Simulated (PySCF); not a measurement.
C2H4, SMILES C=C (connectivity only; charge and spin as stated), charge +1, multiplicity 2. Atoms are numbered in the order given.

```xyz
6

C      0.6938     0.0000     0.0000
C     -0.6938     0.0000     0.0000
H      1.2571    -0.9036    -0.2310
H      1.2571     0.9036     0.2310
H     -1.2571     0.9036    -0.2310
H     -1.2571    -0.9036     0.2310
```
Charge +1, spin multiplicity 2.

Geometry: B3LYP-D3(BJ)/def2-TZVP. The spin state was assumed, not searched.

Two levels are set side by side: PBE/pcH-1 (PySCF) and PBE0/pcH-1 (PySCF). Contact hyperfine couplings, same geometry. Differences are taken from unrounded values.

```
quantity                       PBE
----------------------------  ----
A(iso) of 13C, atom C1 (MHz)  21.4
A(iso) of 13C, atom C2 (MHz)  21.4
A(iso) of 1H, atom H3 (MHz)   19.3
A(iso) of 1H, atom H4 (MHz)   19.3
A(iso) of 1H, atom H5 (MHz)   19.3
A(iso) of 1H, atom H6 (MHz)   19.3
```

### Question
These are the PBE values. What does PBE0 give? (An estimate is asked for; the answer gives what the named calculation found.)

### Answer

```csv
quantity,PBE0,PBE minus PBE0
"A(iso) of 13C, atom C1 (MHz)",22.5,-1.1
"A(iso) of 13C, atom C2 (MHz)",22.5,-1.1
"A(iso) of 1H, atom H3 (MHz)",3.8,15.5
"A(iso) of 1H, atom H4 (MHz)",3.8,15.5
"A(iso) of 1H, atom H5 (MHz)",3.8,15.5
"A(iso) of 1H, atom H6 (MHz)",3.8,15.5
```

Rough cost on one machine, each run with all the roots and properties that it gave: PBE0 against PBE within a factor of 2.
